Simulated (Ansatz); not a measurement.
For Al (P6₃/mmc, No. 194; start mp-1183144; another form than the element's usual one), LDA (PAW; Ansatz, a quantum-chemistry and plane-wave program) gives:

* **equilibrium lattice constant a**: 2.811 Å
* **lattice parameter c**: 9.269 Å

**Question.** What does PBEsol (PAW; Ansatz) give for the same quantities?

**Answer.** 
- lattice constant a: 2.838 Å (increases by 1.0 %)
- lattice parameter c: 9.319 Å (grows by 0.5 %)

Changes are worked out from the printed values.

Unless a cell is named, each level is at its own relaxed cell (LDA 15.86, PBEsol 16.25 Å³/atom).

Caveats: the relaxation could not lower the start's symmetry, so the cell can be a saddle point above a distorted one (LDA, PBEsol). Ansatz's density-functional and Hartree–Fock values are scalar-relativistic unless marked +SOC, with PAW data made under PBE.

A start named mp-… is a Materials Project structure, which can be a computed phase never made.
